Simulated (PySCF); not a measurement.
## Electronic absorption of C3H7P

Species: C3H7P.
SMILES: `CC(C)=P`

Computed with PySCF, TDDFT CAM-B3LYP/def2-SVPD, vertical, gas phase, core orbitals frozen in the response. Isolated species at its GFN2-xTB geometry, gas phase.

What does the calculation give for the low-lying excited states?

| state | E (eV) | λ (nm) | f | symmetry | main configurations (H = HOMO, L = LUMO) |
| --- | --- | --- | --- | --- | --- |
| S1 | 4.95 | 250.7 | 0.0080 | A″ | H-1→L (98%) |
| S2 | 5.36 | 231.3 | 0.299 | A′ | H→L (95%) |
| S3 | 6.24 | 198.8 | 0.0050 | A″ | H→L+1 (74%), H→L+3 (14%), H→L+2 (9%) |
| S4 | 6.81 | 182.2 | 0.0010 | – | H-2→L (89%) |
| S5 | 7.05 | 175.9 | 0.0013 | – | H→L+2 (32%), H→L+3 (29%), H→L+1 (18%) |
| S6 | 7.38 | 168.0 | 0.080 | A′ | H-1→L+1 (83%), H-1→L+3 (10%) |
| S7 | 7.76 | 159.8 | 0.0002 | – | H-3→L (82%) |
| S8 | 7.80 | 158.9 | 0.0075 | A″ | H→L+3 (41%), H→L+2 (38%), H-3→L (13%) |

Triplets, Tamm–Dancoff:

```
state  E (eV)  λ (nm)  main configurations (H = HOMO, L = LUMO)
   T1    2.74   452.8                                 H→L (97%)
   T2    4.06   305.7                               H-1→L (98%)
   T3    6.02   206.0     H→L+1 (61%), H→L+3 (19%), H→L+2 (12%)
```

The lowest singlet comes at 251 nm (477 kJ/mol) in the ultraviolet; it is weak; its leading configuration is HOMO-1→LUMO (98%). The most intense listed level is S2 at 5.36 eV (231 nm, f = 0.299), 0.41 eV above S1. Löwdin shares by element: HOMO carbon 49%, phosphorus 40%; LUMO phosphorus 42%, carbon 38% or more, hydrogen 7% or more. The listed states span 2.86 eV, and the widest gap between neighbours is 0.88 eV (S2 to S3). Weighted by f, the mean energy of these states is 5.82 eV. The oscillator strengths of these states sum to 0.402; summed over the whole spectrum of an exact calculation they would give the number of electrons, 40 (Thomas–Reiche–Kuhn). Symmetry labels in Cs follow from the direction of the transition dipole and are given only for states with f of 0.002 or more. Only the lowest 8 singlets were computed, as vertical energies without vibronic structure.
